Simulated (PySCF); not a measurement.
HPO₂, optimised at B3LYP/6-31G*:

```xyz
4

O      0.0492     0.0071    -0.0660
P      0.7348     0.3865    -1.5061
O      0.2541    -0.5419    -2.5635
H     -0.5581    -0.7575    -0.1278
```

Method: PySCF energies (xtb for GFN2) plus ideal-gas RRHO corrections (1 bar). 6-31G* has spherical d functions here. All species are closed-shell singlets. B3LYP is the form with VWN-RPA correlation. HPO₂: computed as isolated molecules; such fragments, hydroxides, amides, oligomers or adducts are transient or little studied in the gas.

**Question.** List the harmonic frequencies (cm⁻¹, unscaled) at this level and at the other levels, each on its own geometry.

**Answer.** 
- B3LYP/6-31G*: 378, 572, 839, 972, 1260, 3653
- GFN2-xTB: 401, 568, 777, 872, 1292, 3523
- HF/6-31G*: 441, 610, 948, 1072, 1425, 4002
- PBE/def2-SVP: 359, 568, 800, 901, 1202, 3593
- PBE0/def2-TZVP: 397, 570, 872, 943, 1298, 3767
